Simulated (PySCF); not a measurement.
CH₃S, SMILES C[S], multiplicity 2.

Geometry optimised at B3LYP-D3(BJ)/def2-TZVP. The isomer is the one that the SMILES or the coordinates give; other isomers of the formula were not compared.

These are B3LYP-D3(BJ)/def2-TZVP in PySCF values and carry that method's errors.

Frequencies are harmonic and unscaled.

```json
[
 {"mode": "1", "ν (cm⁻¹)": "581", "IR (km/mol)": "43.1", "moving atoms (share of kinetic energy)": "H 80 %, C 19 %"},
 {"mode": "2", "ν (cm⁻¹)": "712", "IR (km/mol)": "0.7", "moving atoms (share of kinetic energy)": "C 57 %, S 30 %, H 13 %"},
 {"mode": "3", "ν (cm⁻¹)": "863", "IR (km/mol)": "1.1", "moving atoms (share of kinetic energy)": "H 80 %, C 17 %"},
 {"mode": "4", "ν (cm⁻¹)": "1334", "IR (km/mol)": "3.3", "moving atoms (share of kinetic energy)": "H 87 %, C 12 %"},
 {"mode": "5", "ν (cm⁻¹)": "1373", "IR (km/mol)": "10.3", "moving atoms (share of kinetic energy)": "H 99 %"},
 {"mode": "6", "ν (cm⁻¹)": "1472", "IR (km/mol)": "14.8", "moving atoms (share of kinetic energy)": "H 94 %"},
 {"mode": "7", "ν (cm⁻¹)": "3013", "IR (km/mol)": "5.2", "moving atoms (share of kinetic energy)": "H 97 %"},
 {"mode": "8", "ν (cm⁻¹)": "3082", "IR (km/mol)": "17.0", "moving atoms (share of kinetic energy)": "H 92 %, C 8 %"},
 {"mode": "9", "ν (cm⁻¹)": "3105", "IR (km/mol)": "2.6", "moving atoms (share of kinetic energy)": "H 91 %, C 9 %"}
]
```
